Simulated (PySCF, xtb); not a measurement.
Two isomers of BH4NSi

Structure a: `BN=[SiH2]`, a singlet. Structure b: `N=B[SiH3]`, a singlet. Both are isolated molecules in the gas phase, relaxed with PBE0-D4/def2-SVP; the shapes shown needn't be the lowest conformers.

a (Å):

```yaml
atoms:
  - { symbol: B, position_ang: [-0.2698, 2.4733, -3.2076] }
  - { symbol: N, position_ang: [0.8295, 1.6573, -3.1131] }
  - { symbol: Si, position_ang: [2.1015, 0.7122, -3.0027] }
  - { symbol: H, position_ang: [-1.2140, 2.1489, -3.9025] }
  - { symbol: H, position_ang: [-0.3056, 3.5247, -2.5968] }
  - { symbol: H, position_ang: [2.2218, -0.3467, -1.9700] }
  - { symbol: H, position_ang: [3.2597, 0.8225, -3.9240] }
```

b (Å):

```yaml
atoms:
  - { symbol: B, position_ang: [0.1013, 1.4569, -3.0655] }
  - { symbol: N, position_ang: [-1.1296, 1.2811, -3.0237] }
  - { symbol: Si, position_ang: [2.0622, 1.7327, -3.1413] }
  - { symbol: H, position_ang: [-2.1177, 1.1426, -2.9853] }
  - { symbol: H, position_ang: [2.3673, 3.0337, -3.8083] }
  - { symbol: H, position_ang: [2.7007, 0.6268, -3.9158] }
  - { symbol: H, position_ang: [2.6284, 1.7495, -1.7595] }
```

Energies in hartree; the thermal terms are from GFN2-xTB frequencies at re-optimised GFN2-xTB minima (ideal gas, soft modes damped towards free rotors, one conformer each, 298.15 K, 1 atm) and include the zero-point energy:

```
                               a           b
E, CCSD(T)/def2-TZVP  −370.887313  −370.903946
   zero-point energy     0.040084     0.040743
        H(298 K) − E     0.046317     0.046868
        G(298 K) − E     0.013945     0.015313
```

Question: Work out ΔE, ΔE₀, ΔH and ΔG for a → b in kcal/mol (1 Eh = 627.51 kcal/mol) and the equilibrium ratio [b]/[a].

Answer: 1. ΔE = −370.903946 − (−370.887313) = −0.016633 Eh = −10.44 kcal/mol.
2. ΔE₀ = ΔE + ΔZPE = −0.016633 + (+0.000659) Eh = −10.02 kcal/mol.
3. ΔH = ΔE + (+0.000551) Eh = −10.09 kcal/mol.
4. ΔG = ΔE + (+0.001368) Eh = −9.58 kcal/mol, so ΔS = (ΔH − ΔG)/T = −7.2 J/(mol K).
5. kT = 0.9442 mEh, so K = [b]/[a] = exp(−ΔG/kT) = exp(+16.17) ≈ 1.1 × 10^7.

Structure b is favoured at this temperature. An error of 1 kcal/mol in ΔG would change K by a factor of 5.4. GFN2-xTB gave ΔE the other sign. Mirror images and further conformers aren't counted.

As drawn, b has 1 B=N, 1 B–Si, 1 N–H, 1 Si–H in place of 1 B–N, 1 N=Si, 2 B–H.

Other levels gave ΔE = +19.4 (GFN2-xTB); −30.1 (HF/STO-3G, GFN2-xTB geometries); −10.3 (r2SCAN-D4/def2-SVP, GFN2-xTB geometries); −12.2 (PBE0-D4/def2-SVP); −10.5 (HF/def2-TZVP); −9.7 (MP2/def2-TZVP) kcal/mol. The correlated steps freeze 7 core orbitals. Programs: PySCF 2.14.0, xtb 6.7.1.
